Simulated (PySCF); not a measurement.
# wB97X/def2-TZVPPD run of BF (SMILES [B]F)

Aim: the vertical electron affinity of BF at wB97X/def2-TZVPPD, from 2 runs. 

The calculation is run with PySCF 2.14.0.

4 further runs of the same task are left out: 4 set aside as unsound or not needed.

**1. The system as given**

BF: 2 atoms, total charge 0, spin state singlet. SMILES: `[B]F`. The shape is that of a PBE0-D4/def2-TZVP optimisation.

Bond lengths: B1–F2 1.263 Å.

**2. The energy at wB97X/def2-TZVPPD**

File input.py:

```python
from pyscf import gto, dft

system = gto.M(
    atom='''
B      0.000000     0.000000    -0.009350
F      0.000000     0.000000     1.253740
''',
    verbose=3,
    max_memory=1860,
    basis='def2-tzvppd',
)

mf = dft.RKS(system)
mf.xc = 'wb97x'
mf.grids.level = 5
mf.conv_tol = 1e-10
mf.kernel()
if not mf.converged:
    mf = mf.newton().run(mf.mo_coeff, mf.mo_occ)

e_tot = mf.e_tot
print('E(%s) = %.9f' % ('WB97X', e_tot))
```

The run is started by

```console
$ OMP_NUM_THREADS=1 python input.py
```

Standard output:

```text
converged SCF energy = -124.686436190613
E(WB97X) = -124.686436191
```

Run time: 5.1 s. Hardware: 1 thread of Arm Neoverse V2, shared host; peak memory 0.35 GiB.

**3. The doublet anion**

File mol.xyz:

```xyz
2

B      0.000000     0.000000    -0.009350
F      0.000000     0.000000     1.253740
```

File input.py:

```python
from pyscf import gto, dft

mol = gto.Mole()
mol.atom = 'mol.xyz'
mol.spin = 1
mol.charge = -1
mol.verbose = 3
mol.basis = 'def2-tzvppd'
mol.max_memory = 1860
mol.build()

calc0 = dft.UKS(mol)
calc0.xc = 'wb97x'
calc0.conv_tol = 1e-10
calc0.grids.level = 5
calc0.kernel()
if not calc0.converged:
    calc0 = calc0.newton().run(calc0.mo_coeff, calc0.mo_occ)

e_tot = calc0.e_tot
print('E(%s) = %.9f' % ('WB97X', e_tot))
```

The run is started by

```console
$ OMP_NUM_THREADS=1 python input.py
```

Standard output:

```text
WARN: HOMO 0.0128428563374381 >= LUMO 0.0128428563374417

converged SCF energy = -124.642218172993  <S^2> = 0.75642337  2S+1 = 2.0064131
E(WB97X) = -124.642218173
```

Run time: 10 s. Hardware: 1 thread of Arm Neoverse V2, shared host; peak memory 0.36 GiB.

**4. What came out**

At wB97X/def2-TZVPPD:

| quantity | value |
| --- | --- |
| singlet BF: total energy | -124.68644 Eh |
| singlet BF: dipole moment | 1.03 D |
| singlet BF: HOMO energy | -10.53 eV |
| singlet BF: LUMO energy | 1.20 eV |
| singlet BF: HOMO–LUMO gap | 11.73 eV |
| doublet anion: total energy | -124.64222 Eh |
| doublet anion: HOMO energy (highest over α and β) | 1.15 eV |
| doublet anion: LUMO energy (lowest over α and β) | 5.61 eV |
| doublet anion: ⟨S²⟩ | 0.756 |
| vertical electron affinity (to the doublet anion) | -1.203 eV |

**Reading.** The anion lies 1.20 eV (28 kcal/mol) above the neutral: the electron isn't bound at this level, and such a value depends on the basis. The HOMO (doublet anion) lies at positive energy, 1.15 eV; only total energies tell whether the electron is bound.
